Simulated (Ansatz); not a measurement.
**[CF3]+ (SMILES F[C+](F)F) at 5 levels**

We compute a comparison of 5 runs (HF/STO-3G, PBE/STO-3G, UPBE0/STO-3G, r2SCAN0/STO-3G, MP2/STO-3G) of [CF3]+. 

Program for the calculation: Ansatz 0.2.0.

5 further runs of the same task are left out: 5 that didn't finish.

### 1 The structure to begin with

The species is [CF3]+ (4 atoms), meant as a singlet with charge +1. SMILES: `F[C+](F)F`. The F3–C2 distance was set to 2.459 Å, away from the relaxed value. At this shape a bond of the SMILES string is far longer than usual.

Bond lengths: F1–C2 1.230 Å, C2–F4 1.230 Å. Angles: F1–C2–F4 120.0°.

### 2 The energy at HF/STO-3G (run 1)

File job.yaml:

```yaml
crystal:
  periodic: [false, false, false]
  atoms:
    - {symbol: F, position_ang: [1.308087, 0.858780, 1.444791]}
    - {symbol: C, position_ang: [0.609487, 0.973380, 0.439391]}
    - {symbol: F, position_ang: [-0.609500, -0.973400, -0.439400]}
    - {symbol: F, position_ang: [0.520487, 2.061380, -0.126609]}
basis:
  gaussian:
    orbitals: STO-3G
total_charge: 1
hamiltonian:
  xc: hf
accuracy: high
```

The run is started by

```sh
$ ansatz run job.yaml --threads 1 --pin off --max-ram 2610MiB --events-out events.jsonl --progress --plain --runs-dir runs
```

Output:

```text
Warning: RAYON_NUM_THREADS=1 ignored (pool sized by the plan → 1); use --threads N
Functional definition: HF
  name "HF"
  exchange = exact_x
  correlation = 0
338 factors; integrals over basis functions are off by at most 5.1e-8 eV
mean field evaluation 1: about -8985.0582 eV, gradient 4.2e1 eV
mean field evaluation 2: about -8985.1060 eV, gradient 4.3e1 eV
mean field evaluation 4: about -8990.0516 eV, gradient 2.2e1 eV
mean field evaluation 8: about -9004.7549 eV, gradient 4.5e0 eV
mean field evaluation 16: about -9004.8899 eV, gradient 1.3e-6 eV
mean field -9004.88989182 eV, -330.9235997908 hartree, gradient 1.8e-8 eV, S^2 0.000000; 0 other end points of the search recorded, 0 dependent functions left out
reference -9004.88989182 eV, -330.9235997908 hartree; 16, 16 occupied and 4, 4 virtual orbitals, 338 factors
Total energy: -9004.88989182 eV, -330.9235997908 hartree
```

Wall time 0.12 s (1 thread of Arm Neoverse V2, shared host).

### 3 A single-point energy at PBE/STO-3G (run 2)

File run.yaml:

```yaml
crystal:
  periodic: [false, false, false]
  atoms:
    - {symbol: F, position_ang: [1.308087, 0.858780, 1.444791]}
    - {symbol: C, position_ang: [0.609487, 0.973380, 0.439391]}
    - {symbol: F, position_ang: [-0.609500, -0.973400, -0.439400]}
    - {symbol: F, position_ang: [0.520487, 2.061380, -0.126609]}
basis:
  gaussian:
    orbitals: STO-3G
total_charge: 1
magnetization:
  spin_polarized: false
hamiltonian:
  xc: pbe
accuracy: high
```

The run is started by

```sh
$ ansatz run run.yaml --threads 1 --pin off --max-ram 2610MiB --events-out events.jsonl --progress --plain --runs-dir runs
```

Output:

```text
Warning: RAYON_NUM_THREADS=1 ignored (pool sized by the plan → 1); use --threads N
Functional definition: PBE
  name "PBE"
  parameter kappa = 0.804
  parameter beta = 0.06672455060314922
  exchange = pbe_x(kappa = kappa, mu = beta*pi^2/3)
  correlation = pbe_c(beta = beta)
338 factors; integrals over basis functions are off by at most 5.1e-8 eV
mean field evaluation 1: about -9019.8412 eV, gradient 3.9e1 eV
mean field evaluation 2: about -8687.0052 eV, gradient 3.5e1 eV
mean field evaluation 4: about -9012.0766 eV, gradient 1.6e1 eV
mean field evaluation 8: about -9033.8083 eV, gradient 2.5e-1 eV
mean field evaluation 16: about -9033.7600 eV, gradient 1.6e-8 eV
mean field -9033.76003214 eV, -331.9845578788 hartree, gradient 1.6e-8 eV, S^2 0.000000; 0 other end points of the search recorded, 0 dependent functions left out
reference -9033.76003298 eV, -331.9845579096 hartree; 16, 16 occupied and 4, 4 virtual orbitals, 338 factors
Total energy: -9033.76003298 eV, -331.9845579096 hartree
```

Run time: 0.99 s. Hardware: 1 thread of Arm Neoverse V2, shared host; peak memory 0.091 GiB.

Runs 3 to 4 aren't shown in full; the table further down has their settings and results.

### 4 The energy at MP2/STO-3G (run 5)

run.yaml: that of step 3 with these lines changed.

```diff
@@ -8,9 +8,5 @@
 basis:
-  gaussian:
-    orbitals: STO-3G
+  gaussian: {orbitals: STO-3G}
 total_charge: 1
-magnetization:
-  spin_polarized: false
-hamiltonian:
-  xc: pbe
+correlation: {method: mp2, frozen_orbitals: {C: 1, F: 1}}
 accuracy: high
```

The run is started by

```sh
$ ansatz run run.yaml --threads 1 --pin off --max-ram 2610MiB --events-out events.jsonl --progress --plain --runs-dir runs
```

Output (excerpt; [...] marks lines left out):

```text
Warning: RAYON_NUM_THREADS=1 ignored (pool sized by the plan → 1); use --threads N
[... 2 set-up lines as earlier in the session ...]
[...]
338 factors; integrals over basis functions are off by at most 5.1e-8 eV
[...]
mean field -9004.88989182 eV, -330.9235997908 hartree, gradient 1.8e-8 eV, S^2 0.000000; 2 other end points of the search recorded, 0 dependent functions left out; unrestricted orbitals would lower it
[...]
unrestricted determinant -9009.35270404 eV, -331.0876051150 hartree, S^2 1.0078
4 core orbitals not correlated: weight in the atoms' cores, before any rotation towards them, 1.000 or more for the frozen orbitals, at most 0.000 for the correlated occupied ones
reference -9004.88989182 eV, -330.9235997908 hartree; 12, 12 occupied and 4, 4 virtual orbitals, 338 factors
second order -5.66585857 eV of doubles, -0.00000000 eV of singles
Total energy: -9010.55575039 eV, -331.1318162527 hartree
```

Run time: 0.28 s. Hardware: 1 thread of Arm Neoverse V2, shared host.

### 5 The series

| run | level | frozen core orbitals | energy (Eh) | wall time |
| --- | --- | --- | --- | --- |
| 1 | HF/STO-3G | – | -330.923600 | 0.12 s |
| 2 | PBE/STO-3G | – | -331.984558 | 0.99 s |
| 3 | UPBE0/STO-3G | – | -332.049142 | 15 s |
| 4 | r2SCAN0/STO-3G | – | -332.152220 | 2.3 s |
| 5 | MP2/STO-3G | 4 | -331.131816 | 0.28 s |

### 6 Results

| quantity | value |
| --- | --- |
| run 5: total energy | -331.13182 Eh |
| run 5: correlation energy (4 core orbitals frozen) | -208.2 mEh |

In words: Totals of different functionals can't be ranked against each other. In run 5 the log says that unrestricted orbitals would lower the reference, so the values rest on an unstable closed-shell determinant (other closed-shell runs at this shape may share the fault). In runs 1, 2, 3, 4, 5 the basis is minimal, so the values are rough. Spin contamination of the reference: run 3 ⟨S²⟩ = 1.00. Where it is this large, the reference is a mixture of spin states, and values that rest on it are in doubt. All runs together took 19 s, the longest 15 s.
